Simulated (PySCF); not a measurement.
Acid–base and redox partners of OC=O. Gas-phase values, no solvent. One relaxed conformer stands for each flexible species; it need not be the lowest. Strings in code marks are SMILES.

Method: PySCF with B3LYP-D3(BJ)/def2-TZVP // PBE0-D4/def2-TZVP. B3LYP has the VWN-RPA correlation part, as in Gaussian. Delta-SCF ions had no search for a lower state. Excitations are Tamm–Dancoff values on a coarser integration grid. The basis has no diffuse functions, so Rydberg states are missing or too high.

| species | S1 oscillator strength | vertical ionisation energy (Delta-SCF) (eV) | brightest of the four lowest singlets (TDA) (eV) | LUMO (eV) | S1 excitation (TDA) (eV) |
|---|---|---|---|---|---|
| neutral parent (`OC=O` (O–C–O–H torsion 0°)) | 0.002 | 11.43 | ___ | -0.42 | 5.92 |
| proton added at O1 (`[H]/[O+]=C\O` (H–O–C–O torsion 0°)) | ___ | 21.03 | 9.47 | -8.46 | 8.05 |
| proton added at O3 (`C([OH2+])=O` (not the most basic site; O–C–O–H torsion 12°)) | ___ | 19.77 | 9.72 | -7.97 | 6.60 |
| H atom removed from C2 (`O=[C]O` (O–C–O–H torsion 0°)) | – | – | – | – | – |
| H atom removed from O3 (`[O]C=O`) | – | – | – | – | – |

What belongs in the gaps?


- neutral parent (`OC=O` (O–C–O–H torsion 0°)), brightest of the four lowest singlets (TDA) (eV): 9.07
- proton added at O1 (`[H]/[O+]=C\O` (H–O–C–O torsion 0°)), S1 oscillator strength: 0.000
- proton added at O3 (`C([OH2+])=O` (not the most basic site; O–C–O–H torsion 12°)), S1 oscillator strength: 0.002
